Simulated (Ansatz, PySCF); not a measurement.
This PySCF input computes a SVWN5/def2-TZVPD energy:

```python
from pyscf import gto, scf, dft

mol = gto.M(
    atom='''
    O     0.67531939    0.08570826    1.21578690
    C     0.06089834    0.12797473    0.10750752
    C    -0.32763936    1.24106744   -0.61255944
    C    -0.29036899   -1.24656785   -0.50134071
    H    -0.90767409   -1.80678104    0.20937975
    H    -0.85220183    1.15134108   -1.55652673
    H    -0.11097141    2.23680331   -0.23962904
    H     0.63084779   -1.82189023   -0.64414044
    H    -0.81989546   -1.17998507   -1.45702293
    ''',
    basis='def2-tzvpd',
    charge=-1,
    spin=0,
    verbose=4,
)

mf = dft.RKS(mol, xc='svwn').density_fit(auxbasis='def2-universal-jkfit')
mf.grids.level = 3
mf.conv_tol = 1e-9
mf.max_cycle = 100
mf.max_memory = 1500
mf.kernel()
if not mf.converged:
    mf = mf.newton()
    mf.kernel(mf.make_rdm1())
mf.analyze()
```

Problem. Write an input for the same energy in Ansatz (a first-principles code) and say what it gives.

Solution. 
Ansatz 0.2 input:
```yaml
crystal:
  periodic: [false, false, false]
  atoms:
    - {symbol: O, position_ang: [0.67531939, 0.08570826, 1.21578690]}
    - {symbol: C, position_ang: [0.06089834, 0.12797473, 0.10750752]}
    - {symbol: C, position_ang: [-0.32763936, 1.24106744, -0.61255944]}
    - {symbol: C, position_ang: [-0.29036899, -1.24656785, -0.50134071]}
    - {symbol: H, position_ang: [-0.90767409, -1.80678104, 0.20937975]}
    - {symbol: H, position_ang: [-0.85220183, 1.15134108, -1.55652673]}
    - {symbol: H, position_ang: [-0.11097141, 2.23680331, -0.23962904]}
    - {symbol: H, position_ang: [0.63084779, -1.82189023, -0.64414044]}
    - {symbol: H, position_ang: [-0.81989546, -1.17998507, -1.45702293]}
basis:
  gaussian:
    orbitals: def2-TZVPD
hamiltonian:
  xc: {name: SVWN5}
total_charge: -1
output: {forces: true}
```
It gives -191.00305 Eh, and PySCF -191.00313 Eh, a difference of 0.08 mEh, from the treatment of integrals and grids.

It need not be the lowest isomer of its formula. Whether it binds its extra electron was not tested at this geometry.
